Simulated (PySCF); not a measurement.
# Molecular orbitals of AlO

PBE0 at R = 1.625 Å; Al def2-TZVP, O def2-TZVP; no relativity (PySCF 2.14). State: quartet, unpaired electrons σ ↑, π ↑↑, a mixture of terms (⟨Lz²⟩ = 2.0), a second solution, started from another occupation. Only the outer orbitals are listed, counted within each symmetry.

```json
{"spin": "α", "orbital": "5σ", "occ.": "1", "ε (eV)": "-28.24", "on Al (%)": "10", "main shells (%)": "88 O s"}
{"spin": "α", "orbital": "2π", "occ.": "1", "ε (eV)": "-12.81", "on Al (%)": "8", "main shells (%)": "92 O p"}
{"spin": "α", "orbital": "6σ", "occ.": "1", "ε (eV)": "-12.48", "on Al (%)": "23", "main shells (%)": "72 O p, 21 Al s"}
{"spin": "α", "orbital": "2π", "occ.": "1", "ε (eV)": "-10.78", "on Al (%)": "11", "main shells (%)": "89 O p"}
{"spin": "α", "orbital": "7σ", "occ.": "1", "ε (eV)": "-8.43", "on Al (%)": "88", "main shells (%)": "68 Al s, 20 Al p, 12 O p"}
{"spin": "α", "orbital": "3π", "occ.": "1", "ε (eV)": "-4.04", "on Al (%)": "98", "main shells (%)": "94 Al p"}
{"spin": "α", "orbital": "3π", "occ.": "0", "ε (eV)": "-1.94", "on Al (%)": "97", "main shells (%)": "92 Al p"}
{"spin": "α", "orbital": "8σ", "occ.": "0", "ε (eV)": "0.03", "on Al (%)": "108", "main shells (%)": "80 Al p, 17 Al d, 11 Al s"}
{"spin": "α", "orbital": "9σ", "occ.": "0", "ε (eV)": "3.39", "on Al (%)": "99", "main shells (%)": "77 Al s, 12 Al d, 10 Al p"}
{"spin": "β", "orbital": "5σ", "occ.": "1", "ε (eV)": "-25.70", "on Al (%)": "13", "main shells (%)": "86 O s"}
{"spin": "β", "orbital": "6σ", "occ.": "1", "ε (eV)": "-11.09", "on Al (%)": "19", "main shells (%)": "75 O p, 15 Al s"}
{"spin": "β", "orbital": "2π", "occ.": "1", "ε (eV)": "-10.01", "on Al (%)": "12", "main shells (%)": "88 O p"}
{"spin": "β", "orbital": "2π", "occ.": "0", "ε (eV)": "-5.26", "on Al (%)": "19", "main shells (%)": "80 O p, 14 Al p"}
{"spin": "β", "orbital": "7σ", "occ.": "0", "ε (eV)": "-4.14", "on Al (%)": "94", "main shells (%)": "80 Al s, 13 Al p"}
{"spin": "β", "orbital": "3π", "occ.": "0", "ε (eV)": "-0.45", "on Al (%)": "97", "main shells (%)": "96 Al p"}
```

Q: Which are the highest filled and the lowest empty level, where do they sit, and how wide is the gap?

A: Highest filled α 3π at -4.04 eV (in %: 94 Al p); lowest empty β 2π at -5.26 eV (in %: 80 O p, 14 Al p); the gap at PBE0 is -1.22 eV.

- bond order (Mayer): 1.23
- ⟨S²⟩: 3.753
- charge on Al (Mulliken, basis-dependent): 0.18
- charge on Al (Löwdin, basis-dependent): -0.04
- dipole moment (positive dipole means Al(−)O(+)): -1.17 D

Shares are Mulliken populations and can fall outside 0 to 100 %.

Counting both spins, an empty level lies below a filled one in this solution, because spin and occupation are held.
